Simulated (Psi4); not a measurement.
# A Psi4 job on NaCl (SMILES [Na][Cl])

Aim: a single-point energy of NaCl.

The calculation is run with Psi4 1.11.

5 further runs of the same task are left out: 1 that didn't finish, 4 set aside as unsound or not needed.

## 1. The system as given

NaCl has 2 atoms, charge 0, and is taken as a singlet. As SMILES, `[Na][Cl]`. Geometry: relaxed at PBE0-D4/def2-TZVP.

Bond lengths: Na1–Cl2 2.358 Å.

## 2. The run

File job.dat:

```
memory 1600 MB

molecule m {
  0 1
  Na    -0.989600     0.304100    -0.517000
  Cl     1.019100    -0.364200     0.521000
  symmetry c1
}

set {
  basis def2-TZVPP
  scf_type df
  soscf true
}

result = energy('tpssh')
```

Run with:

```console
$ psi4 -i job.dat -o job.out -n 1
```

job.out:

```text
Psi4 1.11 release

   => Loading Basis Set <=

    Name: DEF2-TZVPP
    Role: ORBITAL
    Keyword: BASIS

         ---------------------------------------------------------
                                   SCF
                              RKS Reference
                        1 Threads,   1525 MiB Core
         ---------------------------------------------------------

  ==> Geometry <==

    Molecular point group: c1
    Full point group: C_inf_v

    Geometry (in Angstrom), charge = 0, multiplicity = 1:

       Center              X                  Y                   Z               Mass
    ------------   -----------------  -----------------  -----------------  -----------------
         NA           0.000000000000     0.000000000000    -1.422523679989    22.989769282000
         CL          -0.000000000000    -0.000000000000     0.935217735009    34.968852682000

  Running in c1 symmetry.

  Rotational constants: A = ************  B =      0.21863  C =      0.21863 [cm^-1]
  Rotational constants: A = ************  B =   6554.30896  C =   6554.30896 [MHz]
  Nuclear repulsion =   41.970734265337235

  Charge       = 0
  Multiplicity = 1
  Electrons    = 28
  Nalpha       = 14
  Nbeta        = 14

  ==> Algorithm <==

[... 67 lines left out ...]
    Weights Tolerance      =       1.00E-15
[... 36 lines left out ...]
  Minimum eigenvalue in the overlap matrix is 1.5210301452E-02.
  Reciprocal condition number of the overlap matrix is 4.4338219516E-03.
    Using symmetric orthogonalization.

  ==> Pre-Iterations <==

  SCF Guess: Superposition of Atomic Densities via on-the-fly atomic UHF (no occupation information).

   -------------------------
    Irrep   Nso     Nmo
   -------------------------
     A         74      74
   -------------------------
    Total      74      74
   -------------------------

  ==> Iterations <==

                           Total Energy        Delta E     RMS |[F,P]|

   @DF-RKS iter SAD:  -622.28688465566199   -6.22287e+02   0.00000e+00
   @DF-RKS iter   1:  -622.49554700494241   -2.08662e-01   6.43178e-03 DIIS/ADIIS
   @DF-RKS iter   2:  -622.15810717201305    3.37440e-01   1.12434e-02 DIIS/ADIIS
   @DF-RKS iter   3:  -622.59191196402674   -4.33805e-01   1.13704e-03 DIIS/ADIIS

RuntimeError:
Fatal Error: Vx: RKS does not support rotated V builds for MGGA's

Printing out the relevant lines from the Psithon --> Python processed input file:
    ""","m")
    core.IO.set_default_namespace("m")
    core.set_global_option("BASIS", "def2-TZVPP")
    core.set_global_option("SCF_TYPE", "df")
    core.set_global_option("SOSCF", "true")
--> result = energy('tpssh')

!----------------------------------------------------------------------------------!
!                                                                                  !
! Fatal Error: Vx: RKS does not support rotated V builds for MGGA's                !
!                                                                                  !
!----------------------------------------------------------------------------------!

    Psi4 run time: 0:00:01.93
```

Run time: 3.3 s. Hardware: 1 thread of Intel Xeon Platinum 8488C (Sapphire Rapids), shared host; peak memory 0.39 GiB.

## 3. Diagnosis

The job broke off with an error.

The telling line is `Fatal Error: Vx: RKS does not support rotated V builds for MGGA's`. To mend it: soscf at its default in place of yes. As typed, the program can't run this.
